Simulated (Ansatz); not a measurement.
Input for Ansatz (development build ahead of 0.2.0):

```yaml
crystal:
  periodic: [false, false, false]
  atoms:
    - { symbol: "N", position_ang: [0.0, 0.0, 2.4716] }
    - { symbol: S, position_ang: [0.0, 0.0, 0.0] }
    - { symbol: "N", position_ang: [2.3225, 0.0, 0.8453] }
basis:
  gaussian: { orbitals: "6-31G" }
magnetization:
  initial_magnetization: 2
hamiltonian:
  xc: hf
```

The input is written out in the form of the current development build from the run's settings.

The run gave:

- Converged: yes
- Total energy: -505.93765 hartree
- Spin squared of the determinant: 2.000
- Stability test: minimum among restricted orbitals

Caution: stretched shape with no unrestricted run beside it, a lower state can exist; other spin multiplicities may lie lower.
